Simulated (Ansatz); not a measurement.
**Isomers**

Structures of CH2SSi, closed shell, relaxed at PBE0-D4/def2-TZVP (vibrations not checked; lower isomers may exist, and structures with a doubtful reference or unclear bonds are left out). Ansatz 0.2.0; basis: def2-TZVPP; cores frozen in the correlated methods. B3LYP uses VWN-RPA correlation.

(1) Rank them by CCSD(T) energy, lowest first, and give each one's height above the lowest. Links in brackets join atoms within 1.22 times the sum of their covalent radii (1.1 for two metals). (An estimate is asked for; the value comes from the calculation.)
A.
CH₂SSi ([CH2][Si][S])
```
5
angstrom
C -1.4199 0.3917 -0.4492
Si 0.1843 0.0575 -0.0716
S 2.0185 -0.3257 0.3577
H -2.1893 -0.3546 -0.2987
H -1.7041 1.3587 -0.8439
```
B.
CH₂SSi ([SiH][C][SH])
```
5
angstrom
Si -1.1291 -0.1020 -1.4079
C 0.0781 -0.1949 -0.2044
S 1.3072 -0.5061 0.7939
H -2.0816 0.0713 -0.2295
H 1.8254 0.7318 1.0479
```
C.
CH₂SSi ([CH]1[SiH][S]1)
```
5
angstrom
C -0.8740 0.0590 -0.3547
Si -0.0112 -1.0816 0.8231
S 0.6069 0.6059 -0.7820
H -1.8082 0.4171 -0.7799
H -0.2725 -0.1262 1.9872
```

(2) Do PBE-D4, r2SCAN-D4, PBE0-D4, B3LYP-D4, wB97M-V, HF, MP2 give the same order? (Judge from chemistry; the calculation decides.)

T1 diagnostic: at most 0.034. The T1 diagnostic is large here, which may signal multireference character or strong orbital relaxation, so CCSD(T) is less sure. The restricted Hartree–Fock reference is unstable towards an unrestricted one at one or more of these structures.

For scale, one of the runs: CCSD(T)/def2-TZVPP, 143 basis functions, launched by `ansatz run in.yaml --threads 2 --pin off --events-out ev --progress --plain --max-ram 4352MiB`. Time: 20 s of wall clock on 2 CPU threads of an Intel Xeon; the host was shared. Peak host memory: 0.76 GiB.

Answers

(1) The calculation gives: A (0.00 kcal/mol), C (21.85 kcal/mol), B (45.01 kcal/mol). Heights count from the lowest.

(2) The calculation gives: All do.
